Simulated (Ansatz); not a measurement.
Input for Ansatz (development build ahead of 0.2.0):

```yaml
crystal:
  periodic: [false, false, false]
  atoms:
    - { symbol: H, position_ang: [0.0, 0.0, -0.02679] }
    - { symbol: O, position_ang: [1.28702, 0.04568, 0.03536] }
    - { symbol: O, position_ang: [-1.28702, -0.04568, 0.03536] }
    - { symbol: H, position_ang: [1.73378, 0.8666, 0.50904] }
    - { symbol: H, position_ang: [-1.73378, -0.8666, 0.50904] }
    - { symbol: H, position_ang: [1.87383, -0.25424, -0.77851] }
    - { symbol: H, position_ang: [-1.87383, 0.25424, -0.77851] }
basis:
  gaussian: { orbitals: cc-pVTZ }
total_charge: 1
hamiltonian:
  xc: hf
correlation:
  method: mp2
  frozen_orbitals: { H: 0, O: 1 }
```

The input is written out in the form of the current development build from the run's settings.

The run gave:

| Property | Result |
| --- | --- |
| Converged | yes |
| Reference energy | -152.40422 hartree |
| Correlation energy | -0.54072 hartree |
| Total energy | -152.94495 hartree |
| Spin squared of the determinant | 0.000 |

Caution: no unrestricted run beside it, a lower state can exist.
